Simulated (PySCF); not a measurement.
Cyano radical, CN (doublet state).
Geometry (PBE0-D3(BJ)/def2-SVP, Å), atoms numbered from 1 in this order:
```xyz
2
CN angstrom
C      0.5862   -0.0066   -0.0047
N     -0.5807    0.0091   -0.0236
```

The calculation used PBE0-D3(BJ)/def2-SVP geometry optimisation, gas phase in PySCF.

Masses are those of the commonest isotopes; rigid-rotor values at the optimised geometry. 

(1) What are the moment of inertia and the rotational constant?

(2) List the first levels of a rigid rotor in a Σ state.

(3) Where do the first rotational lines fall?

(4) Estimate the classical rotational partition function at 25 K, 100 K and 500 K.

## Answers

(1) I = 8.803 u·Å², B = 505379 MHz·u·Å²/I = 57411 MHz (1.9150 cm⁻¹, or 2.755 K as hB/k). For two atoms I = μr² with μ = 6.4622 u and r = 1.1671 Å.

(2) E(J) = BJ(J+1): J = 1: 3.830, J = 2: 11.490, J = 3: 22.980, J = 4: 38.301, J = 5: 57.451, J = 6: 80.431 cm⁻¹. For this open shell read J as N, the rotation without spin; fine and hyperfine splittings come on top.

(3) The dipole is 1.45 D; J+1 ← J lies at 2B(J+1): 1 ← 0 at 114.82 GHz, 2 ← 1 at 229.64 GHz, 3 ← 2 at 344.47 GHz, 4 ← 3 at 459.29 GHz, 5 ← 4 at 574.11 GHz, 6 ← 5 at 688.93 GHz.

(4) Point group C∞v, symmetry number σ = 1; q = kT/(σhB), k/h = 20836.6 MHz/K: 9.1 at 25 K, 36.3 at 100 K, 181 at 500 K.

Stationary, but not proved a minimum. ⟨S²⟩ = 0.765 (exact for a doublet: 0.75). Constants of a rigid frame at the computed geometry: no zero-point averaging, no centrifugal distortion.
